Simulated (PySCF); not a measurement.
Working out the electron affinity of Cl

Cl- [Ar] (1S) → Cl [Ne] 3s2 3p5 (2P). Calculation: PySCF 2.14, in aug-cc-pV(T+d)Z; the non-relativistic Hamiltonian (point nucleus). Frozen: [Ne]. Energies in hartree (1 hartree = 27.21139 eV):

```tsv
part	Cl- (lower)	Cl (upper)
UHF	-459.573481	-459.486089
MP2 opposite-spin	-0.155949	-0.124648
MP2 same-spin	-0.052110	-0.037247
```

What does Hartree-Fock give?

(-459.486089) − (-459.573481) = 0.087392 hartree = 2.378 eV.

What do MP2 and SCS-MP2 (6/5 opposite-spin, 1/3 same-spin) give?

The opposite-spin parts differ by 0.852 eV and the same-spin parts by 0.404 eV. MP2: 2.378 + (0.852) + (0.404) = 3.634 eV. SCS-MP2: 2.378 + 1.2 × (0.852) + (0.404)/3 = 3.535 eV.

A first-order spin-orbit estimate adds -0.034 eV to MP2 (valence), giving 3.600 eV against 3.613 eV (measured; photodetachment measurements, as compiled on the Wikipedia data page of electron affinities).

What remains against the reference includes basis incompleteness, the frozen core and correlation beyond second order.
